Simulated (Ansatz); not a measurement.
System: thioethanol, C$_{2}$H$_{6}$S (charge 0, singlet). SMILES: CCS
Coordinates optimised at B3LYP-D3(BJ)/def2-TZVP (Ansatz, a first-principles code):
```
C
H 1 1.0895
H 1 1.0895 2 108.66
C 1 1.5216 2 110.62 3 -121.62
H 4 1.0912 1 111.13 2 -59.55
H 4 1.0912 5 108.12 1 122.21
H 4 1.0914 5 108.11 6 116.82
S 1 1.8346 2 108.91 3 118.50
H 8 1.3430 1 97.16 2 -59.17
```

Quantity: atomisation energy (electronic, to ground-state atoms), in kcal/mol. Correlated levels leave the core frozen unless marked. UHF or UKS for open shells. No spin-orbit coupling. Non-relativistic. The coupled-cluster limit lacks core correlation, which all-electron functionals hold. CBS(X,Y): correlation extrapolated as X^-3; Hartree-Fock from the larger set. [CCSD(T)-MP2]/basis is that difference in the basis named.

```
level                                                                             program  atomisation energy (kcal/mol)
-------------------------------------------------------------------------  --------------  -----------------------------
PBE0/6-31G*                                                                        Ansatz                          767.3
PBE0-D4/def2-TZVP                                                          Ansatz + dftd4                          770.8
PBE0-D4/def2-TZVPD                                                         Ansatz + dftd4                              …
PBE0/def2-TZVP                                                                     Ansatz                          768.2
SCS-MP2/STO-3G                                                                     Ansatz                          797.3
RI-MP2/CBS(aug-cc-pV(T+d)Z,aug-cc-pV(Q+d)Z)+[CCSD(T)-MP2]/aug-cc-pV(T+d)Z          Ansatz                              …
```

Some entries are withheld; supply them.


- PBE0-D4/def2-TZVPD, atomisation energy (kcal/mol): 771.2
- RI-MP2/CBS(aug-cc-pV(T+d)Z,aug-cc-pV(Q+d)Z)+[CCSD(T)-MP2]/aug-cc-pV(T+d)Z, atomisation energy (kcal/mol): 769.8
